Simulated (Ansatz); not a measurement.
# SO+ (quartet): BHLYP, wB97M-V over a scan of the distance O1–S2, 6-31G

How well do these functionals follow the top wave-function level for SO+ (quartet) over a scan of the distance O1–S2?

The runs use Ansatz 0.2.0, Gaussian basis; 6-31G, all electrons in the functionals.

Plan: BHLYP, wB97M-V, at 1.284 Å; 1.513 Å; 1.643 Å; 1.818 Å; 1.989 Å; 2.314 Å; 2.688 Å; 3.035 Å; 3.589 Å; 4.409 Å; 5.611 Å.

28 further runs of the same task are left out: 5 for a known fault of the program, 17 that didn't finish, 6 set aside as unsound or not needed. Runs told in other sessions of the task aren't counted.

### 1 The geometry

The geometry derives from a PBE0/def2-TZVP stationary point (not a proven minimum). One bond is set to the value named and the two fragments are kept rigid.

2 atoms, charge 1, spin multiplicity 4.

Atoms are counted from 1 here; the program's logs count them from 0.

Bond lengths: O1–S2 1.643 Å.

No dispersion term is added; wB97M-V holds VV10 nonlocal correlation.

The geometry shown and the zero of energy belong to the point 1.643 Å. The yardstick, FCI, and other wave-function levels (R restricted, U unrestricted, valence and pair active spaces) come from earlier runs.

### 2 BHLYP, 1.284 Å

Contents of in.yaml:

```yaml
crystal:
  periodic: [false, false, false]
  atoms:
    - {symbol: O, position_ang: [0.000000, 0.000000, 0.000000]}
    - {symbol: S, position_ang: [0.000000, 0.000000, 1.284000]}
basis:
  gaussian: {orbitals: 6-31G}
total_charge: 1
magnetization: {spin_polarized: true, initial_magnetization: 3}
hamiltonian: {xc: {name: BHLYP}}
```

Launch:

```console
ansatz run in.yaml --threads 1 --pin off --events-out ev --progress --plain --max-ram 2393MiB
```

After this run come: BHLYP, 1.513 Å; BHLYP, 1.643 Å; BHLYP, 1.818 Å; BHLYP, 1.989 Å; BHLYP, 2.314 Å; BHLYP, 2.688 Å; BHLYP, 3.035 Å; BHLYP, 3.589 Å; BHLYP, 4.409 Å; BHLYP, 5.611 Å; wB97M-V, 1.284 Å; wB97M-V, 1.513 Å; wB97M-V, 1.643 Å; wB97M-V, 1.818 Å; wB97M-V, 1.989 Å; wB97M-V, 2.314 Å; wB97M-V, 2.688 Å; wB97M-V, 3.035 Å; wB97M-V, 3.589 Å; wB97M-V, 4.409 Å; wB97M-V, 5.611 Å.

Before running them: what should the planned runs give, taken together? Wanted: span of the FCI curve; largest miss, BHLYP; largest miss, wB97M-V.

The runs gave:

| quantity | value |
| --- | --- |
| span of the FCI curve | 173.1 kcal/mol |
| largest miss, BHLYP | +26.7 kcal/mol (5.611 Å) |
| largest miss, wB97M-V | +43.5 kcal/mol (5.611 Å) |

In words: Of the functionals, BHLYP keep the smallest largest miss at the points compared (at most 26.7 kcal/mol) and wB97M-V strays most (43.5 kcal/mol, at 5.611 Å). BHLYP, wB97M-V clearly break the spin symmetry at some points (⟨S²⟩ up to 1.01 above the pure value), so energy there is bought with a mixed spin. Functionals and the yardstick converge differently with the basis, so part of each miss in 6-31G is the basis.
